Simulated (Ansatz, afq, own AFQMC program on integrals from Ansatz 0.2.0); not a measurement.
BH4O, doublet in cc-pVTZ, levels against AFQMC with the constraint released

```xyz
6

O    -1.0774   -0.0303    0.0000
H    -1.3267    0.8963    0.0000
H     0.1836   -0.0303    0.0000
B     1.3536   -0.0303    0.0000
H     1.8627   -0.0303    1.0770
H     1.8627   -0.0303   -1.0770
```

Connectivity, by distances: OH ··· BH3.

Basis cc-pVTZ. Only valence electrons are correlated. AFQMC by an in-house program on the Cholesky factors that Ansatz 0.2.0 writes for its CCSD(T) run. The CISD trial takes its coefficients from CCSD amplitudes. Released means that phaseless walkers are propagated on without the constraint, phases kept. ± is one standard error of the sampling.

Determinant: UHF, the one that the program's search chose, which needn't be the lowest solution. The geometry is a point of a scan.

No full CI on the walks' own integrals is used here. The released AFQMC energy serves as the reference, which it does only where one determinant dominates, the energy is flat over the last release times and near the phaseless one (40 meV or 2 meV an electron, half that with transition metals). On small molecules, where full CI could be run and the noise was under 10 meV, such values lay within 10 meV of it in 19 cases of 20, a flattering rate, since the rule was set on those same cases; what remains of the bias isn't in the error bar.

Cautions: the released value is read at 1.62 1/Eh, later times being too noisy (meV from the phaseless value at times in 1/Eh: -12 ± 5 at 0.24, -13 ± 7 at 0.51, -16 ± 10 at 0.99, -19 ± 8 at 1.62, -32 ± 15 at 2.40).

```
T1 diagnostic                               : 0.0222
weight of the determinant in the CISD state : 0.878
⟨S²⟩ of the determinant                     : 0.772
size of the correlated space                : 13 electrons in 114 orbitals
```

Reference: AFQMC with the constraint released, correlation energy -10.609 ± 0.008 eV.

```
        level  E − E(reference) (kcal/mol)  share of correlation (%)
           HF                244.65 ± 0.19                      0.00
          MP2                 28.06 ± 0.19                     88.53
         CCSD                  7.96 ± 0.19                     96.75
      CCSD(T)                  0.92 ± 0.19                     99.62
ph-AFQMC/CISD                  0.45 ± 0.22                     99.82
```

A walk keeps the symmetry of its determinant, which the program's search chose and which needn't be the lowest solution, so a lower state of the same spin and another symmetry isn't excluded. Released energies are given only where the last usable release times agree within the noise; a slower fall can still hide under it.
